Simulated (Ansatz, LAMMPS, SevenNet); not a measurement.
## How well does each level of theory give the elastic constant C11 of fcc Ir?

Reference value: 590 GPa (measured, temperature not stated, not corrected to a static lattice; as tabulated in Mehl and Papaconstantopoulos (1996), arXiv:mtrl-th/9602003).

Question: Put these levels in order of the elastic constant C11 that they give for fcc Ir, smallest first: LDA (Ansatz, an electronic-structure program), Lennard-Jones kanhaiya2021 (LAMMPS), PBE (Ansatz), SevenNet-0 (SevenNet), r²SCAN (Ansatz).

Answer: SevenNet-0 (370 GPa), Lennard-Jones kanhaiya2021 (436 GPa), PBE (584 GPa), r²SCAN (633 GPa), LDA (672 GPa)

Unless a cell is named, each level is at its own relaxed cell (Lennard-Jones kanhaiya2021 14.03, SevenNet-0 14.58, LDA 13.84, PBE 14.50, r²SCAN 14.20 Å³/atom).

Differences against the reference: Lennard-Jones kanhaiya2021 -26 %, SevenNet-0 -37 %, LDA +13.9 %, PBE -1.0 %, r²SCAN +7.3 %.

The reference has no zero-point or thermal correction, while the calculations are for a static lattice, so the differences are not the levels' errors alone. A static lattice is as a rule stiffer than a warm one, by over a tenth in soft solids.  Density-functional levels without +SOC have no spin–orbit coupling. Each level is taken at its own relaxed cell. Cutoffs differ between the levels. Ansatz's density-functional and Hartree–Fock values are scalar-relativistic unless marked +SOC, with PAW data made under PBE.

Empirical potentials (Lennard-Jones kanhaiya2021) are fitted to chosen data, which need not cover the solid at hand: agreement can be built in, and what lay outside the fit can be far off. Machine-learned potentials (SevenNet-0) are trained on DFT data, which may include these solids.

Differences are worked out from the printed values.
